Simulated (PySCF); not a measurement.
C4H8FO (doublet state).
Numbering: `[CH3:1][CH:2][CH2:3][O:4][CH2:5][F:6]` (hydrogens: H7, H8, H9 on C1; H10 on C2; H11, H12 on C3; H13, H14 on C5)

Cartesian coordinates in Å at the GFN2-xTB level; atoms count from 1:
```
atom  x, y, z in Å
C1    -2.1714    0.1911    0.4359
C2    -1.0807   -0.8003    0.4343
C3     0.3291   -0.3716    0.4653
O4     0.7605   -0.0268   -0.8819
C5     2.0567    0.3614   -0.9701
F6     2.2655    1.5884   -0.3660
H7    -1.9251    1.0414    1.0711
H8    -3.1087   -0.2536    0.7654
H9    -2.3348    0.5865   -0.5747
H10   -1.2986   -1.8194    0.1661
H11    0.9870   -1.1741    0.8289
H12    0.4562    0.5181    1.0953
H13    2.3034    0.4878   -2.0302
H14    2.7603   -0.3294   -0.4716
```

The hyperfine couplings belong to this conformer and change with its torsions.

Method: UKS B3LYP, pcH-1 on C F H O, non-relativistic, mean-field spin-orbit, GIAO (PySCF). Isolated species at its GFN2-xTB geometry (one conformer only). The geometry wasn't refined by DFT: couplings that depend on bond lengths, twists or pyramidal angles can differ widely from those at the functional's own minimum. Stability of the SCF solution: not tested.

Computed for the main isotopes (class means, splittings of 0.05 mT or more): g = 2.0025; H7/H8/H9 1H +79.9 MHz (2.85 mT); H10 1H -58.7 MHz (2.09 mT); H11/H12 1H +18.6 MHz (0.66 mT); H13/H14 1H +2.3 MHz (0.08 mT); 72 first-order lines, 12.15 mT wide.

(1) What changes when 1H at H7/H8/H9 is replaced by 2H at all these sites?

(2) Give position and intensity of the satellites from 13C at C2.

(3) Give position and intensity of the satellites from 17O at O4.

(4) Where do the 13C satellites of C1 appear, and how strong are they?

Results:

(1) At a fixed geometry a is proportional to g_N: 0.85744/5.58569 = 0.1535, so a goes from +79.9 to +12.3 MHz (0.438 mT). The spin goes from 1/2 to 1, so the 1:3:3:1 quartet becomes a 1:3:6:7:6:3:1 septet. The spectrum then has 126 first-order lines over 6.22 mT.

(2) a = +103.2 MHz, or 3.68 mT in magnitude, and I = 1/2, so to first order each main line has two satellites, at ±1.84 mT. The isotope's abundance is about 1.07 %, shared among 2 lines, so each has 0.54 % of the main line's intensity.

(3) a = -79.0 MHz, or 2.82 mT in magnitude, and I = 5/2, so to first order each main line has six satellites, at ±1.41, ±4.23, ±7.05 mT. The isotope's abundance is about 0.038 %, shared among 6 lines, so each has 0.0063 % of the main line's intensity. At 340 mT second-order shifts move them to lower field by up to 0.10 mT.

(4) a = -32.2 MHz, or 1.15 mT in magnitude, and I = 1/2, so to first order each main line has two satellites, at ±0.57 mT. The isotope's abundance is about 1.07 %, shared among 2 lines, so each has 0.54 % of the main line's intensity.

Means are taken over nuclei equivalent by connectivity, which assumes that they swap fast. The three 1H nuclei of mean +79.9 MHz run from 37.8 to 163.9 MHz in the frozen geometry. The 1H value of +2.3 MHz is a mean of couplings from -0.9 to 5.6 MHz in this one geometry, not an average over conformers.
